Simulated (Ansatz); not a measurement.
Compare A (`COC1CO1`) with its isomer B (`O[C@@H]1C[C@@H]1O`).

Gas-phase electronic energies from Ansatz, PBE0-D4/def2-TZVP geometries. CCSD(T)/CBS adds triple-zeta CCSD(T) − MP2 to the extrapolated MP2 energy (def2 sets, frozen cores). Functionals use def2-TZVPP. Each species was taken in one conformer, which may not be the lowest.

**Question.** Which isomer does CCSD(T)/CBS put lower? Give the gap. (Estimate.)

**Answer.** The calculation gave: B, by 37.6 kJ/mol.

**Question.** Give E(B) − E(A) in kJ/mol with PBE-D4, r2SCAN-D4, HF/def2-TZVPP, CCSD/def2-TZVPP, B2PLYP, MP2/def2-TZVPP, ωB97M-V. (An estimate is asked.)

**Answer.** Computed: PBE-D4 -31.3, r2SCAN-D4 -31.0, HF/def2-TZVPP -23.8, CCSD/def2-TZVPP -34.5, B2PLYP -29.1, MP2/def2-TZVPP -38.9, ωB97M-V -37.7. None reverses the order clearly.

Largest T1 diagnostic: 0.012.

From PBE to PBE0 (25 % exact exchange), in def2-TZVPP and without D4, E(B) − E(A) moves by −7.5 kJ/mol. In def2-TZVPP, CCSD(T) changes the Hartree–Fock value by −9.7 kJ/mol (the triples alone add +1.0 kJ/mol) and MP2 by −15.2 kJ/mol.
